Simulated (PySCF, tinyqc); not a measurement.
Orbital energy against energy difference: ionisation energy by orbital energies and by energy differences in the cc-pvdz basis, for CH2, spin multiplicity 1. Computed by the program tinyqc with PySCF. The cation is unrestricted; errors are against CCSD(T) in this basis, not against experiment.

Geometry (angstrom):
```
atom       x        y       z
C     0.0000   0.0000  0.0000
H     0.0000   0.8430  0.5460
H     0.0000  -0.8430  0.5460
```

CCSD(T) difference in the same basis = 9.7782 eV

IP-EOM-CCSD = 9.7504 eV

First vertical ionisation energy (eV):
```
method     -e(HOMO)  E(cation) - E  error of -e(HOMO)  error of the difference
HF          10.0760       8.614920             0.2978                  -1.1633
LDA          4.9666       8.572840            -4.8116                  -1.2053
PBE          4.9341       9.884757            -4.8440                   0.1066
PBE0         6.4439       9.831635            -3.3343                   0.0534
CAM-B3LYP    7.9324       9.989903            -1.8458                   0.2117
LC-wPBE      9.4639       9.943445            -0.3143                   0.1653
```

Estimate the missing row, method = B3LYP.

Computed row:
```
method  -e(HOMO)  E(cation) - E  error of -e(HOMO)  error of the difference
B3LYP     6.1876       9.992871            -3.5906                   0.2147
```

Koopmans errs by +0.30 eV and Delta-HF by -1.16 eV: relaxation, 1.46 eV, lowers the value and the missing correlation difference works against it. The PBE level is off by -4.8 eV through the wrong tail of its potential, though its energy difference is off by +0.11 eV; exact exchange deepens the level, and among the orbital energies HF comes closest; among the differences PBE0 does. The restricted reference is unstable here: a spin-polarised solution lies 0.0263 hartree lower (PySCF), so results built on it describe a poor reference.
